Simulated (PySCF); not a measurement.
# C2HF2 (SMILES [CH]=C(F)F) at UMP2/ANO-RCC-VDZP (sfX2C)

What is the vertical doublet–quartet gap of C2HF2 at UMP2/ANO-RCC-VDZP (sfX2C)? Input form: a Python script.

The calculation is run with PySCF 2.14.0.

## (1) The molecule

C2HF2: 5 atoms, total charge 0, spin state doublet. SMILES: `[CH]=C(F)F`. The coordinates come from a PBE0-D4/def2-TZVP relaxation.

Bond lengths: C1–C2 1.301 Å, C2–F3 1.313 Å, C2–F4 1.320 Å, C1–H5 1.072 Å. Angles: C1–C2–F3 125.0°, C1–C2–F4 125.4°, F3–C2–F4 109.6°, C2–C1–H5 140.6°.

## (2) The energy at UMP2/ANO-RCC-VDZP (sfX2C)

The input, start.xyz:

```xyz
5

C     -0.028200     0.912700    -0.014900
C      0.163600    -0.366100     0.124600
F      1.043800    -0.911700     0.932500
F     -0.492600    -1.313200    -0.520300
H     -0.636600     1.604500    -0.563400
```

The input, job.py:

```python
from pyscf import gto, mp

mol = gto.Mole()
mol.atom = 'start.xyz'
mol.spin = 1
mol.basis = 'ano-rcc-vdzp'
mol.max_memory = 1860
mol.verbose = 3
mol.build()

myscf = mol.UHF()
myscf = myscf.x2c()
myscf.conv_tol = 1e-10
myscf.kernel()
if not myscf.converged:
    myscf = myscf.newton().run(myscf.mo_coeff, myscf.mo_occ)

pt = mp.MP2(myscf, frozen=4).run()
etot = pt.e_tot
print(f'total energy: {etot:.8f} hartree')
```

Launch:

```bash
$ OMP_NUM_THREADS=1 python job.py
```

Log:

```text
converged SCF energy = -275.395292093452  <S^2> = 0.91783926  2S+1 = 2.1613322
E(UMP2) = -275.993464895295  E_corr = -0.598172801842891
E(SCS-UMP2) = -275.967775872627  E_corr = -0.572483779174305
total energy: -275.99346490 hartree
```

It took 11 s on 1 thread of AMD EPYC 7R43 (Zen 3), shared host; peak memory 0.16 GiB.

## (3) The quartet, same level

The input, run.py:

```python
from pyscf import gto, mp

mol = gto.M(
    atom=[
    ('C', (-0.028200, 0.912700, -0.014900)),
    ('C', (0.163600, -0.366100, 0.124600)),
    ('F', (1.043800, -0.911700, 0.932500)),
    ('F', (-0.492600, -1.313200, -0.520300)),
    ('H', (-0.636600, 1.604500, -0.563400)),
],
    spin=3,
    max_memory=1860,
    verbose=3,
    basis='ano-rcc-vdzp',
)

mf = mol.UHF()
mf = mf.sfx2c1e()
mf.conv_tol = 1e-10
mf.kernel()
if not mf.converged:
    mf = mf.newton().run(mf.mo_coeff, mf.mo_occ)

pt = mp.MP2(mf, frozen=4).run()
e_final = pt.e_tot
print('Final energy', e_final)
```

Launch:

```bash
$ OMP_NUM_THREADS=1 python run.py
```

Log:

```text
WARN: HOMO 0.0917258606600324 >= LUMO -0.222880743790944

WARN: HOMO -0.127781955127725 >= LUMO -0.270358396628731

converged SCF energy = -275.257635250043  <S^2> = 3.7754398  2S+1 = 4.0126997
E(UMP2) = -275.822194161219  E_corr = -0.564558911175658
E(SCS-UMP2) = -275.794154285711  E_corr = -0.536519035667823
Final energy -275.8221941612187
```

Wall time 11 s (1 thread of AMD EPYC 7R43 (Zen 3), shared host); peak memory 0.16 GiB.

## (4) Results

At UMP2/ANO-RCC-VDZP (sfX2C), 4 core orbitals frozen:

```
                                                           quantity          value
                                              doublet: total energy  -275.99346 Eh
                      doublet: dipole moment (Hartree–Fock density)         1.87 D
doublet: HOMO energy (Hartree–Fock orbitals) (highest over α and β)      -11.06 eV
 doublet: LUMO energy (Hartree–Fock orbitals) (lowest over α and β)        2.11 eV
               doublet: correlation energy (4 core orbitals frozen)     -598.2 mEh
                         doublet: ⟨S²⟩ of the reference determinant          0.918
                                              quartet: total energy  -275.82219 Eh
                      quartet: dipole moment (Hartree–Fock density)         2.17 D
quartet: HOMO energy (Hartree–Fock orbitals) (highest over α and β)       -7.24 eV
 quartet: LUMO energy (Hartree–Fock orbitals) (lowest over α and β)        1.10 eV
               quartet: correlation energy (4 core orbitals frozen)     -564.6 mEh
                         quartet: ⟨S²⟩ of the reference determinant          3.775
                   vertical energy of the quartet above the doublet       4.661 eV
```

**Reading.** At this shape the quartet lies 4.66 eV (107 kcal/mol) above the doublet. ⟨S²⟩ (doublet) is 0.92 where a pure doublet has 0.75: the reference is spin-contaminated. Mulliken charges (quartet) of the mean-field density run from -0.31 on F4 to +0.68 on C2; they depend strongly on the basis.
